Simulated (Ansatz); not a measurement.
# CHOSi+ (triplet): the correlation ladder, cc-pVDZ

The task here is to estimate one member of a computed series from the others.

The runs use Ansatz 0.2.0, Gaussian basis; cc-pVDZ, core rule «outside noble gas», up to 7 orbitals frozen.

Plan: UHF; CCSD(T) on ROHF; CCSD(T) on UHF; BCCD(T) on ROHF; CISD as a restricted active space (open shells left free, so some higher excitations enter); CCSDT(Q) on ROHF; CCSDT(Q) on UHF; CASSCF and NEVPT2, 10 electrons in 10 orbitals.

20 further runs of the same task are left out: 10 that didn't finish, 10 set aside as unsound or not needed. Runs told in other sessions of the task aren't counted.

### The geometry

The geometry is a PBE0/def2-TZVP stationary point (not a proven minimum) of the parent state, kept for this charge and spin.

4 atoms, charge 1, spin multiplicity 3.

Atoms are counted from 1 here; the program's logs count them from 0.

Bond lengths: C1–Si2 1.820 Å, C1–H4 1.084 Å, Si2–O3 1.530 Å. Angles: Si2–C1–H4 150.6°, C1–Si2–O3 122.3°.

Set-up of the first run:

in.yaml reads:

```yaml
crystal:
  periodic: [false, false, false]
  atoms:
    - {symbol: C, position_ang: [0.000000, -0.231556, 1.642911]}
    - {symbol: Si, position_ang: [0.000000, 0.419511, -0.056146]}
    - {symbol: O, position_ang: [0.000000, -0.495400, -1.281834]}
    - {symbol: H, position_ang: [0.000000, -1.066454, 2.334393]}
basis:
  gaussian: {orbitals: cc-pVDZ}
total_charge: 1
magnetization: {spin_polarized: true, initial_magnetization: 2}
hamiltonian: {xc: hf}
output: {orbitals: {seedname: orbitals}}
```

Command:

```console
ansatz run in.yaml --threads 1 --pin off --events-out ev --progress --plain --max-ram 2393MiB
```

Steps of the session up to this table: UHF; CCSD(T) on ROHF; CCSD(T) on UHF; BCCD(T) on ROHF; CISD as a restricted active space (open shells left free, so some higher excitations enter); CCSDT(Q) on ROHF; CCSDT(Q) on UHF; CASSCF and NEVPT2, 10 electrons in 10 orbitals.

One of the session's tables, all rows but one given; the rest of the session is left out.

```
   method  from RCCSDT(Q) (kcal/mol)
     ROHF                    +259.04
     RMP2                     +24.36
     UMP2                     +24.19
     CISD                     +41.16
    RCCSD                          ?
    UCCSD                     +14.10
 RCCSD(T)                      +2.43
 UCCSD(T)                      +2.42
  BCCD(T)                      +2.50
   RCCSDT                      +1.35
   UCCSDT                      +1.32
RCCSDT(Q)                          0
UCCSDT(Q)                      -0.69
```

**Question.** Estimate the row for RCCSD.

The run gave: from RCCSDT(Q) (kcal/mol): +14.18. In the column «from RCCSDT(Q) (kcal/mol)» it lies between UCCSD (+14.10) and UMP2 (+24.19).

Left out of the table: CASSCF frontier, NEVPT2 frontier (the active space lost an orbital or holds another state than full CI finds).

To keep in mind: The determinant of HF (⟨S²⟩ 2.87) is far from a pure spin state, so its energy mixes those of several spin states; that is harmless only where they are near-degenerate. Left out of the table: UHF (another determinant or state than the rows shown). Warnings: spin contamination; coupled cluster took another determinant than the lowest. Restricted and unrestricted rows rest on different reference determinants; a gap between their highest levels can come from leftover correlation error, from unlike frozen cores or from another state. Warnings in the runs' records: passed over end.
